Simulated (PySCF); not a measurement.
## How methods differ on the ionisation energy of O

O [He] 2s2 2p4 (3P) → O⁺ [He] 2s2 2p3 (4S), as a difference of total energies. All numbers are calculated (PySCF 2.14, the non-relativistic Hamiltonian (point nucleus), in cc-pVDZ). Correlated levels: valence: 1s2 frozen. The calculations carry no spin-orbit coupling.

```tsv
method	ionisation energy (eV)	error (eV)
UHF	11.965	-1.643
PBE	13.792	+0.184
r2SCAN	13.543	-0.065
MP2 (valence)	12.838	-0.770
SCS-MP2 (valence)	12.859	-0.749
CCSD (valence)	12.842	-0.766
CCSD(T) (valence)	12.848	-0.760
```

Reference: 13.608 eV (measured; NIST levels, between the centres of gravity of the two terms).

Errors of the correlated levels include the incompleteness of this basis and the frozen core.
